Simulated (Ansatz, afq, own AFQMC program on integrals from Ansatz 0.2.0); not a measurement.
Integrals from Ansatz 0.2.0, then the random walk in our own AFQMC program (afq).

```yaml
crystal:
  periodic: [false, false, false]
  atoms:
    - {symbol: Cl, position_ang: [0.000000, 0.000000, -1.364333]}
    - {symbol: H, position_ang: [0.000000, 0.000000, 0.094667]}
    - {symbol: N, position_ang: [0.000000, 0.000000, 1.269667]}
basis:
  gaussian: {orbitals: cc-pVTZ}
magnetization: {spin_polarized: true, initial_magnetization: 3}
correlation: {method: ccsd_t, electrons: outside_noble_gas, hamiltonian_folder: ham}
```

```sh
$ ansatz run in.yaml --threads 1 --pin off --events-out ev --progress --plain --max-ram 24576MiB --backend cuda --devices 0, --max-vram 18GiB
```

Options of the walk:

```
--method phaseless --trial hf --walkers 2600 --populations 20 --least-time 40 --time-step 0.005 --steps-per-block 20 --equilibration-blocks 112 --max-blocks 4000 --target-error 0.001050 --factor-cut 1e-05 --start spin_pure --seed 6625 --taylor-order 6
```

Times are imaginary, in 1/Eh. The walk had a cap of 96 s. With eight or more populations the least sampling time is a fifth of least-time, and the error comes from their spread.

Output of the walk:

```
orbitals 72  electrons 8 5  factors 456 of 464
reference energy -514.45177013 Eh
CCSD correlation -0.35319200 Eh in 12 cycles, weight of the determinant in the CISD state 0.8758
energy of the start -514.452928 Eh
 block  time / (1/Eh)  mean weight  energy / Eh
     1     0.100  1.0020  -514.553364
     2     0.200  1.0026  -514.620632
     3     0.300  1.0023  -514.669181
     4     0.400  1.0022  -514.702892
     5     0.500  1.0023  -514.728414
     7     0.700  1.0015  -514.756189
     9     0.900  1.0010  -514.778260
    13     1.300  1.0001  -514.799340
    25     2.500  1.0006  -514.811960
    37     3.700  1.0003  -514.818704
    49     4.900  0.9999  -514.811154
    61     6.100  1.0001  -514.822219
    73     7.300  0.9997  -514.814870
    85     8.500  1.0002  -514.824541
    97     9.700  1.0000  -514.821757
   109    10.900  1.0004  -514.821290
   121    12.100  0.9998  -514.815619
   133    13.300  1.0000  -514.819346
   139    13.900  1.0004  -514.825128
   145    14.500  0.9997  -514.820338
   157    15.700  0.9991  -514.819035
   163    16.300  1.0000  -514.808091
   169    16.900  1.0002  -514.812232
   181    18.100  0.9996  -514.814507
   193    19.300  1.0002  -514.822626
   205    20.500  1.0002  -514.808898
   217    21.700  0.9999  -514.817179
   229    22.900  0.9991  -514.814911
   241    24.100  1.0001  -514.818709
   253    25.300  0.9997  -514.820132
   259    25.900  0.9997  -514.821677
error from the spread of 20 populations
energy -514.817039 +/- 0.001038 Eh
(rows thinned)
```

The run passed its tests (sampling time, drift between the halves within three errors, error under three times the target), which doesn't prove that it has relaxed.

Against this walk (error 28.2 meV) on the same determinant: CCSD(T) 26.2 meV lower (within the noise), CCSDT(Q) 75.6 meV lower, a separate phaseless walk with a CISD trial and standard settings 63.8 ± 28.8 meV lower. The error is statistical and leaves out the bias of the constraint.

Cautions: constraint bias not in the error; lower spins were not checked.

The walk took 33 s on 1 × NVIDIA H100 80GB HBM3 with 2 threads of AMD EPYC 7R13 Processor (Zen 3), on a shared host (the card was shared). The log's last line is the phaseless energy.

CCSDT and higher add their correlation energy to the determinant of the CCSD(T) run, since their own runs factorise the integrals more tightly (a shift of under 2 meV). A walk keeps the symmetry of its determinant, which the program's search chose and which needn't be the lowest solution, so a lower state of the same spin and another symmetry isn't excluded.
